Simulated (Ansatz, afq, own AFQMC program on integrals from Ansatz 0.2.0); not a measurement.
**Where AFQMC and coupled cluster stand for SiNH4, doublet**

```xyz
6

Si   -0.0906    0.0000    0.5953
N     0.1128    0.0000   -1.1178
H     0.5792   -1.2268    1.1210
H     0.5792    1.2268    1.1210
H    -0.0998   -0.8301   -1.6484
H    -0.0998    0.8301   -1.6484
```

Connectivity, by distances: SiH2–NH2.

Basis 6-31G. Only valence electrons are correlated. Ansatz 0.2.0 and our own AFQMC program on the same integrals; the CISD trial comes from CCSD amplitudes, and released means the phaseless constraint is let go. Error bars are statistical, one sigma.

Determinant: UHF, the one that the program's search chose, which needn't be the lowest solution. The geometry is a PBE0/def2-TZVP stationary point of this or a neighbouring charge and spin state.

No full CI on the walks' own integrals is used here; CCSDTQ serves as the reference and is uncertain by about the last step of the cluster series.

```
T1 diagnostic                               : 0.0161
weight of the determinant in the CISD state : 0.911
⟨S²⟩ of the determinant                     : 0.754
size of the correlated space                : 13 electrons in 24 orbitals
```

| level | correlation energy (eV) |
| --- | --- |
| MP2 | -4.2783 |
| CCSD | -4.9037 |
| CCSD(T) | -4.9874 |

Estimate where phaseless AFQMC with a CISD trial lies against CCSD(T) on the same integrals.

2.1 ± 0.3 kJ/mol below CCSD(T).

Reference: CCSDTQ, correlation energy -5.010 eV. The released energy is read at 2.40 1/Eh (meV from the phaseless value at times in 1/Eh: 2 ± 3 at 0.24, 3 ± 3 at 0.51, 1 ± 3 at 0.99, -0.2 ± 2.1 at 1.62, 1 ± 3 at 2.40).

```csv
level,E − E(reference) (kJ/mol),share of correlation (%)
CCSD(T),2.2,99.54
CCSDT,1.0,99.79
CCSDT(Q),-0.1,100.02
ph-AFQMC/HF,0.5 ± 2.6,99.90
ph-AFQMC/CISD,0.1 ± 0.3,99.98
released AFQMC,0.2 ± 0.3,99.96
```

CCSDT and higher add their correlation energy to the determinant of the CCSD(T) run, since their own runs factorise the integrals more tightly (a shift of under 2 meV). A walk keeps the symmetry of its determinant, which the program's search chose and which needn't be the lowest solution, so a lower state of the same spin and another symmetry isn't excluded. Released energies are given only where the last usable release times agree within the noise; a slower fall can still hide under it.
